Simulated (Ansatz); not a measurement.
**BH⁻, quartet: the ladder up to full CI**

Geometry: that of the BH⁻, doublet, kept fixed. The doublet lies 0.8 eV lower here.

```yaml
atoms:
  - { symbol: B, position_ang: [0.0000, 0.0000, 0.0000] }
  - { symbol: H, position_ang: [0.0000, 0.0000, 1.2628] }
```

Basis aug-cc-pVDZ; Ansatz 0.2.0. Correlated methods freeze the noble-gas cores, which leaves 5 electrons in 31 orbitals. R marks a restricted (for open shells ROHF) determinant, U an unrestricted one. Active spaces: valence = (5e, 5o) chosen from the atoms' valence shells. This anion state lies near or above the neutral species, so the extra electron is weakly bound or unbound and the energies hang on the diffuse functions.

Full CI is exact within this basis and frozen core; it isn't the basis-set limit. The frozen core follows each run's orbitals, which can shift R against U totals by a few meV.

For open shells CISD and CISDTQ are restricted-active-space CI with the open shells as a complete middle space.

* UHF ⟨S²⟩: 3.753
* T1 diagnostic (RCCSD): 0.0265
* largest doubles amplitude (RCCSD): 0.072
* T1 diagnostic (UCCSD): 0.0273

| level | E − E(full CI) (kJ/mol) | share of correlation (%) | wall time |
| --- | --- | --- | --- |
| RHF | 210.4 | 0.00 | – |
| UHF | 208.3 | 1.01 | – |
| RMP2 | 52.1 | 75.23 | – |
| UMP2 | 52.3 | 75.15 | – |
| CISD | 9.9 | 95.31 | 0.66 s |
| RCCSD | 8.0 | 96.22 | – |
| UCCSD | 8.0 | 96.21 | – |
| RCCSD(T) | 2.2 | 98.98 | 1.1 s |
| UCCSD(T) | 2.1 | 98.98 | 0.87 s |
| BCCD(T) | 2.2 | 98.95 | 0.82 s |
| RCCSDT | 0.3 | 99.87 | – |
| UCCSDT | 0.3 | 99.88 | – |
| CISDTQ | 0.1 | 99.96 | 7 s |
| RCCSDT(Q) | 0.0 | 99.98 | 2.6 s |
| UCCSDT(Q) | 0.0 | 100.00 | 2.2 s |
| CASSCF (valence space) | 168.8 | 19.77 | – |
| NEVPT2 (valence space) | 57.5 | 72.66 | 0.24 s |
| MRCISD (valence space) | 10.2 | 95.15 | – |
| MRCISD+Q (valence space) | 2.0 | 99.03 | 0.48 s |

The correlation energy at full CI, counted from RHF, is -2.181 eV. That run took 13 s on 1 thread of Arm Neoverse V2, shared host over 243,572 determinants.

Times hold each run's SCF and search for its determinant on a shared host, so for small cases they say little of a method's own cost; they ran on 1 thread of Arm Neoverse V2.

The full-CI state has the irrep A2 of C2v, in the program's axes (one component, if the state is degenerate).

Natural occupations of full CI about the gap: 1.941 0.988 0.973 0.973 0.024 0.022 0.022 0.012 0.009 0.008; effectively unpaired electrons, Σ n²(2−n)², 3.02.
